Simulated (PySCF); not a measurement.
**Ionising SiH**

UHF-CCSD(T); Si def2-SVPD, H def2-SVPD; no relativity (PySCF 2.14). Neutral (UHF): doublet (π ↑), Re = 1.532 Å, ωe = 2040 cm⁻¹, De = 2.97 eV.

SiH⁻ (UHF): triplet (π ↑↑), Re = 1.567 Å, ωe = 1815 cm⁻¹. The energies at the minima are -289.43022 hartree for SiH and -289.45590 for SiH⁻.

Q: Work out the adiabatic electron affinity, without and with harmonic zero-point energies (1 hartree = 27.2114 eV, 1 eV = 8065.5 cm⁻¹), and the change of the bond length.

A: At UHF-CCSD(T): 0.02568 hartree = 0.699 eV between the minima; the zero-point term (2040.0 − 1815.0)/2 cm⁻¹ = +0.014 eV makes it 0.713 eV. Re changes by +3.5 pm against the neutral. The electron enters a π orbital, which is non-bonding in a hydride.

Correlated steps freeze 5 core orbitals. Correlated levels converge slowly with the basis: in double zeta they bind strong bonds too weakly, by up to about 1 eV, and carry superposition errors of some tenths. States were picked by a PBE0 search and need not be the measured ground states.
